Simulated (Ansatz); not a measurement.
System: C2H2, net charge 1, doublet state. 
Geometry from a B3LYP-D3(BJ)/def2-TZVP (Ansatz, a first-principles code) optimisation:
```xyz
4

C      0.0000     0.0000    -0.6217
C      0.0000     0.0000     0.6217
H      0.0000     0.0000     1.7012
H      0.0000     0.0000    -1.7012
```
Charge +1, spin multiplicity 2.

Basis-set convergence of Hartree-Fock and CCSD correlation energies (hartree) with Ansatz. Valence correlation only, unless marked. Open shells are spin-unrestricted. Spin-orbit coupling is left out. Non-relativistic.

```json
[
 {"basis": "def2-SVP", "functions": "38", "E(HF)": "-76.39952", "E(corr, CCSD)": "-0.23153"},
 {"basis": "def2-TZVPP", "functions": "90", "E(HF)": "-76.49241", "E(corr, CCSD)": "-0.27029"},
 {"basis": "def2-QZVPP", "functions": "174", "E(HF)": "-76.49573", "E(corr, CCSD)": "-0.28388"}
]
```

Extrapolating the two largest sets (X = 3 and 4) as X^-3: E(corr) = (64·(-0.28388) - 27·(-0.27029))/37 = -0.2938 Eh, an estimate of the basis-set limit. The largest set recovers 96.6 % of it, the smallest 78.8 %.
